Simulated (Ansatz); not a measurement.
# H₂O (singlet): from Hartree-Fock to the top rungs at angle H2–O1–H3 = 162.0°, 6-31G

One table from this session's results is given with a row withheld; the runs are named, their logs left out.

Method: 6-31G, core rule «outside noble gas», up to 1 orbitals frozen; program: Ansatz 0.2.0, Gaussian basis.

To be run: UHF; CCSD(T) on RHF; BCCD(T) on RHF; CISD; CCSDT(Q) on RHF; CCSDTQ on RHF; CASSCF and MRCISD+Q, 2 electrons in 2 orbitals; CASSCF and NEVPT2, 2 electrons in 2 orbitals; CASSCF and MRCISD+Q, 8 electrons in 6 orbitals; CASSCF and NEVPT2, 8 electrons in 6 orbitals; Full CI.

9 further runs of the same task are left out: 1 for a mislabelled method, 4 that didn't finish, 4 set aside as unsound or not needed.

**The system**

The geometry derives from a PBE0/def2-TZVP stationary point (not a proven minimum). One angle is set to the value named; bond lengths are kept.

3 atoms, charge 0, spin multiplicity 1.

Atoms are counted from 1 here; the program's logs count them from 0.

Bond lengths: O1–H2 0.960 Å, O1–H3 0.960 Å. Angles: H2–O1–H3 162.0°.

The first run:

in.yaml

```yaml
crystal:
  periodic: [false, false, false]
  atoms:
    - {symbol: O, position_ang: [0.000000, -0.016796, 0.000000]}
    - {symbol: H, position_ang: [0.000000, 0.133307, -0.947716]}
    - {symbol: H, position_ang: [0.000000, 0.133307, 0.947716]}
basis:
  gaussian: {orbitals: 6-31G}
magnetization: {spin_polarized: true, initial_magnetization: 0}
hamiltonian: {xc: hf}
output: {orbitals: {seedname: orbitals}}
```

Run with:

```console
ansatz run in.yaml --threads 1 --pin off --events-out ev --progress --plain --max-ram 2393MiB
```

Among the steps run: UHF; CCSD(T) on RHF; BCCD(T) on RHF; CISD; CCSDT(Q) on RHF; CCSDTQ on RHF; CASSCF and MRCISD+Q, 2 electrons in 2 orbitals; CASSCF and NEVPT2, 2 electrons in 2 orbitals; CASSCF and MRCISD+Q, 8 electrons in 6 orbitals; CASSCF and NEVPT2, 8 electrons in 6 orbitals; Full CI.

One table of the session follows, with a row left open; its other results are not shown here.

| method | from FCI (kJ/mol) |
| --- | --- |
| RHF | +346.5 |
| RMP2 | +18.7 |
| CISD | +16.7 |
| RCCSD | +3.5 |
| RCCSD(T) | +1.3 |
| BCCD(T) | +1.3 |
| RCCSDT | +1.1 |
| RCCSDT(Q) | 0.0 |
| RCCSDTQ | 0.0 |
| CASSCF pair | ? |
| NEVPT2 pair | +11.6 |
| MRCISD pair | +12.9 |
| MRCISD+Q pair | +3.3 |
| CASSCF valence | +227.8 |
| NEVPT2 valence | +28.9 |
| MRCISD valence | +8.6 |
| MRCISD+Q valence | +2.9 |
| FCI | 0 |

**Question.** Estimate the row for CASSCF pair.

**Answer.** from FCI (kJ/mol): +299.5. In the column «from FCI (kJ/mol)» it lies between CASSCF valence (+227.8) and RHF (+346.5).
